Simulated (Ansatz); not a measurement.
Barrier CHO (SMILES [CH]=O) via CHO, on the benchmark's geometries as Psi4's copy gives them; open shells unrestricted, no zero-point energy, no spin–orbit coupling.
Transition structure (charge 0, multiplicity 2, Z-matrix in Å and degrees):
```
C
O 1 1.1349
H 1 1.8330 2 117.26
```

Correlated levels freeze the cores.

Codes used: Ansatz (a first-principles code) with Gaussian orbitals. Values without a source in brackets are computed.

The barrier height is − E(CHO) + E(TS). Total energies (hartree):

```tsv
level	CHO	TS
HF/aug-cc-pVTZ	-113.2946224	-113.2667590
CCSD(T)/aug-cc-pVTZ	-113.6924372	-113.6566747
HF/aug-cc-pVQZ	-113.3020637	-113.2744167
CCSD(T)/aug-cc-pVQZ	-113.7210278	-113.6852192
```

Q: Work out the barrier height at the basis-set limit: extrapolate the CCSD(T) correlation part as X⁻³, take Hartree–Fock from the larger set.

A: 
1. Differences (1 hartree = 627.509 kcal/mol): HF/aug-cc-pVTZ 17.485; CCSD(T)/aug-cc-pVTZ 22.441; HF/aug-cc-pVQZ 17.349; CCSD(T)/aug-cc-pVQZ 22.470.
2. Correlation parts, CCSD(T) less HF: 4.957 in aug-cc-pVTZ (X = 3), 5.121 in aug-cc-pVQZ (X = 4).
3. Limit (4³·(5.121) − 3³·(4.957))/(4³ − 3³) = 5.242; with HF/aug-cc-pVQZ it gives 22.590.
Result: 22.59 kcal/mol, against 22.44 at CCSD(T)/aug-cc-pVTZ. It is an estimate of this method's limit, not of the exact value.
